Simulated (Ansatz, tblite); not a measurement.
Removing and adding an electron: Mg2Al (the lowest doublet isomer of a short search). Total charge 0; doublet. Geometry: r2SCAN-D4/def2-TZVP. Ansatz, gas phase; energy differences of separate SCF runs; the oxidised species is a singlet (the triplet lies 1.13 eV higher at PBE0-D4/def2-TZVP); the reduced species is a triplet (the singlet lies 0.30 eV higher at PBE0-D4/def2-TZVPD).

Cartesian coordinates in Å:
```
Al -0.1674 0.4554 -1.4219
Mg 1.5543 0.2448 0.6890
Mg -1.3869 -0.7002 0.7328
```

The xTB rows come from tblite. The structure comes from a short search, and lower isomers may exist.

(1) Estimate orbital energies and vertical ionisation energies and electron affinities at: GFN1-xTB; GFN2-xTB; PBE-D4/def2-TZVP; PBE-D4/def2-TZVPD; r2SCAN-D4/def2-TZVP; r2SCAN-D4/def2-TZVPD; PBE0-D4/def2-TZVP; PBE0-D4/def2-TZVPD.

Results:

(1) 
| level | −HOMO (eV) | vertical IE (eV) | −LUMO (eV) | vertical EA (eV) | HOMO–LUMO gap (eV) | IE − EA (eV) | remarks |
| --- | --- | --- | --- | --- | --- | --- | --- |
| GFN1-xTB | – | 8.75 | – | 1.88 | – | 6.87 | – |
| GFN2-xTB | – | 7.77 | – | – | – | – | – |
| PBE-D4/def2-TZVP | 3.50 | 5.66 | 2.84 | – | 0.67 | – | restricted SCF unstable in HF (+1 singlet) |
| PBE-D4/def2-TZVPD | 3.51 | – | 2.85 | 1.08 | 0.67 | – | HOMO above zero (-1 triplet) |
| r2SCAN-D4/def2-TZVP | 3.78 | 5.80 | 2.76 | – | 1.02 | – | restricted SCF unstable in HF (+1 singlet) |
| r2SCAN-D4/def2-TZVPD | 3.78 | – | 2.76 | 1.19 | 1.02 | – | HOMO above zero (-1 triplet) |
| PBE0-D4/def2-TZVP | 4.19 | 5.64 | 2.26 | – | 1.92 | – | restricted SCF unstable in HF (+1 singlet) |
| PBE0-D4/def2-TZVPD | 4.19 | – | 2.28 | 1.11 | 1.91 | – | HOMO above zero (-1 triplet) |

Run but left out: HF/def2-TZVPP, MP2/def2-TZVPP, CCSD/def2-TZVPP, CCSD(T)/def2-TZVPP (doublet: ⟨S²⟩ 1.70, where a pure state has 0.75).   A HOMO above zero means that the electron is unbound at that level or that self-interaction error raises the level; the energy of removing that electron tells which. HOMO and LUMO are the levels of the spin that leaves or enters (xTB has no such levels and no spin-polarisation term). Other spin states of the ions may lie lower, which would lower the ionisation energy or raise the affinity. Raw xTB energy differences between charge states are shifted by several eV; the methods need an empirical correction for them.
